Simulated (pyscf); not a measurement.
`[O]=[Cr](=[O])=[O]` + `[ClH]` -> `[O]=[Cr](=[O])([OH])[Cl]` (addition across a multiple bond or ene-type step; singlet surface; Cl–H broken, Cl–Cr, H–O formed). Structures and frequencies: ωB97X-D3(BJ)/def2-SVP in PySCF. Energies in eV from the separated reactants.

```json
[
 {"level": "ωB97X-D3(BJ)/def2-TZVP", "barrier": "-0.86", "reaction energy": "-2.92"},
 {"level": "PBE/def2-TZVP", "barrier": "-0.93", "reaction energy": "-2.77"},
 {"level": "r²SCAN/def2-TZVP", "barrier": "-1.00", "reaction energy": "-2.97"},
 {"level": "PBE0-D3(BJ)/def2-TZVP", "barrier": "-0.91", "reaction energy": "-2.93"},
 {"level": "M06-2X/def2-TZVP", "barrier": "-0.88", "reaction energy": "-2.96"},
 {"level": "ωB97M-D3(BJ)/def2-TZVP", "barrier": "-0.72", "reaction energy": "-2.77"}
]
```

On the reactant side the descent ends in an adduct with a Cl–Cr contact, 1.18 eV under the separated species and 0.33 eV under the saddle at ωB97X-D3(BJ)/def2-TZVP. At ωB97X-D3(BJ)/def2-TZVP, PBE, r²SCAN, PBE0-D3(BJ), M06-2X, ωB97M-D3(BJ) the saddle lies under the separated reactants, which points to a path from their complex (located at ωB97X-D3(BJ) alone). What is counted as formed (Cl–Cr) is already present as a longer contact in the reactant adduct; forming that adduct is a step of its own. This is the saddle that the search found; another between the same sides may lie lower.
